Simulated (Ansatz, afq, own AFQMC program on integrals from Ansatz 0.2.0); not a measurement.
BH₃S, triplet: AFQMC among the cluster methods

```tsv
atom	x (Å)	y (Å)	z (Å)
B	-2.0840	0.0000	0.0000
H	-2.6808	1.0336	0.0000
H	-2.6808	-1.0336	0.0000
H	-0.6610	0.0000	0.0000
S	0.8920	0.0000	0.0000
```

Connectivity, by distances: BH2 ··· S, 1 bridging H.

Basis cc-pVTZ. Only valence electrons are correlated. Ansatz 0.2.0 and our own AFQMC program on the same integrals; the CISD trial comes from CCSD amplitudes, and released means the phaseless constraint is let go. ± is one standard error of the sampling.

Determinant: UHF, the one that the program's search chose, which needn't be the lowest solution. The geometry is a point of a scan.

No full CI on the walks' own integrals is used here. The released AFQMC energy serves as the reference, which it does only where one determinant dominates, the energy is flat over the last release times and near the phaseless one (40 meV or 2 meV an electron, half that with transition metals). On small molecules, where full CI could be run and the noise was under 10 meV, such values lay within 10 meV of it in 19 cases of 20, a flattering rate, since the rule was set on those same cases; what remains of the bias isn't in the error bar.

Cautions: lower spins were not checked; the released value is read at 2.40 1/Eh (meV from the phaseless value at times in 1/Eh: -12 ± 5 at 0.24, -10 ± 5 at 0.51, -22 ± 3 at 0.99, -26 ± 6 at 1.62, -24 ± 8 at 2.40).

The T1 diagnostic is 0.0149. The weight of the determinant in the CISD state is 0.868, the ⟨S²⟩ of the determinant is 2.037 and the size of the correlated space is 12 electrons in 100 orbitals.

| level | correlation energy (eV) |
| --- | --- |
| MP2 | -6.7637 |
| CCSD | -7.9298 |
| CCSD(T) | -8.2053 |

(1) Estimate where AFQMC with the constraint released lies against CCSD(T) on the same integrals.

(1) 4.6 ± 0.8 kJ/mol below CCSD(T).

Reference: AFQMC with the constraint released, correlation energy -8.253 ± 0.008 eV.

```csv
level,E − E(reference) (kJ/mol),share of correlation (%)
CCSD(T),4.6 ± 0.8,99.42
ph-AFQMC/CISD,2.3 ± 1.0,99.71
```

A walk keeps the symmetry of its determinant, which the program's search chose and which needn't be the lowest solution, so a lower state of the same spin and another symmetry isn't excluded. Released energies are given only where the last usable release times agree within the noise; a slower fall can still hide under it.
